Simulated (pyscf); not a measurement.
## Four-centre exchange: H₃Si–AsH–SiH₃ (SMILES [SiH3][AsH][SiH3]) + H₂ (SMILES [H][H]) → H₃Si–AsH–SiH₃ (SMILES [SiH3][AsH][SiH3]) + H₂ (SMILES [H][H])

Gas phase, singlet surface, charge 0. Bonds broken: Si1–H11, H4–H12. Bonds formed: Si1–H4, H11–H12. PySCF, gas phase, ωB97X-D3(BJ)/def2-SVP geometries.

Transition state (Å):

```xyz
12

Si     0.1850    -0.1246    -0.7311
As    -0.5509    -1.9385     0.5908
Si    -0.9678    -0.4702     2.3684
H     -1.4666     0.3639    -0.9780
H      0.3805    -0.3583    -2.1831
H      1.5398     0.0286    -0.0719
H     -1.9916    -1.9141     0.1114
H      0.3481    -0.0525     2.9318
H     -1.7046     0.7534     1.9246
H     -1.7682    -1.1534     3.4230
H      0.1715     1.6245    -0.8042
H     -0.7740     1.2090    -0.8761
```

One imaginary mode, 1826i cm⁻¹; descent along it reached the two sides named.

```
bond     change  reactant side (Å)  saddle  product side
-------  ------  -----------------  ------  ------------
Si1–H11  breaks              1.492   1.751           3.3
H4–H12   breaks              0.760   1.097           3.0
Si1–H4    forms                3.5   1.740         1.492
H11–H12   forms                2.8   1.035         0.760
```

Electronic energies relative to the separated reactants (kcal/mol):

```json
[
 {"level": "ωB97X-D3(BJ)/def2-TZVP", "barrier": "67.7", "reaction energy": "0.0", "reverse barrier": "67.7"},
 {"level": "PBE/def2-TZVP", "barrier": "59.7", "reaction energy": "0.0", "reverse barrier": "59.7"},
 {"level": "r²SCAN/def2-TZVP", "barrier": "62.5", "reaction energy": "0.0", "reverse barrier": "62.5"},
 {"level": "B3LYP-D3(BJ)/def2-TZVP", "barrier": "66.1", "reaction energy": "0.0", "reverse barrier": "66.1"},
 {"level": "PBE0-D3(BJ)/def2-TZVP", "barrier": "62.1", "reaction energy": "0.0", "reverse barrier": "62.1"},
 {"level": "M06-2X/def2-TZVP", "barrier": "69.6", "reaction energy": "0.0", "reverse barrier": "69.6"},
 {"level": "ωB97M-D3(BJ)/def2-TZVP", "barrier": "66.8", "reaction energy": "0.0", "reverse barrier": "66.8"},
 {"level": "HF/def2-TZVP", "barrier": "84.4", "reaction energy": "0.0", "reverse barrier": "84.4"}
]
```

With ωB97M-D3(BJ)/def2-TZVP energies and thermal terms (ideal gas, 1 atm, RRHO with modes under 100 cm⁻¹ raised to 100, one conformer, R ln 2 for chiral ones without a mode under 150 cm⁻¹), in kcal/mol:

| T (K) | ΔH‡ | ΔG‡ | ΔH | ΔG |
|---|---|---|---|---|
| 298 | 67.1 | 75.7 | 0.0 | 0.0 |
| 600 | 66.2 | 84.9 | 0.0 | 0.0 |
| 900 | 66.0 | 94.3 | 0.0 | 0.0 |
| 1200 | 66.2 | 103.8 | 0.0 | 0.0 |

At the saddle there is also a short H–Si contact that neither side keeps. This is the saddle that the search found; another between the same sides may lie lower. Elements up to Kr have no core potential and no relativistic terms here.
